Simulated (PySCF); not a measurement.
System (SMILES): C#N (CH-N).
Geometry (B3LYP-D3(BJ)/def2-TZVP, fixed):
```xyz
3

C      0.0000     0.0000    -0.4969
N      0.0000     0.0000     0.6493
H      0.0000     0.0000    -1.5636
```
Charge 0, spin multiplicity 1.

Basis-set convergence of the isotropic shielding of C1 at PBE0 with PySCF. GIAO, no density fitting; atoms are numbered in the order shown. All functions are spherical. No added dispersion term, no relativity. Reference: the value in pcSseg-3, 70.62 ppm, itself unsure by roughly 0.91 ppm (its mean distance from cc-pCVQZ, pcseg-3, pcSseg-2). Deviations are taken from unrounded values.

| basis | functions | isotropic shielding of C1 (ppm) | minus reference (ppm) |
|---|---|---|---|
| STO-3G | 11 | 145.57 | 74.95 |
| 6-31G | 20 | 94.15 | 23.53 |
| 6-31G* | 30 | 97.09 | 26.48 |
| cc-pVDZ | 33 | 95.93 | 25.31 |
| 6-31+G* | 38 | 97.26 | 26.64 |
| pcSseg-1 | 39 | 73.40 | 2.78 |
| aug-cc-pVDZ | 55 | 90.72 | 20.10 |
| pcseg-2 | 74 | 73.75 | 3.14 |
| def2-TZVPPD | 91 | 76.72 | 6.11 |
| 6-311++G(3df,3pd) | 96 | 78.15 | 7.53 |
| def2-QZVPP | 144 | 73.74 | 3.13 |
| def2-QZVPPD | 159 | 73.77 | 3.15 |
| pcSseg-3 | 177 | 70.62 | 0.00 |

The smallest set listed that lies within 10 ppm of the reference with all its larger relatives (same family, alike in diffuse functions; a set with none counts only in the reference's own line) is pcSseg-1 (39 functions, 2.78 ppm off). Inside, with no larger relative to test it: 6-311++G(3df,3pd), def2-QZVPP. (Relatives not listed, tested too: pcSseg-2 0.70, pcseg-3 0.65 ppm.)
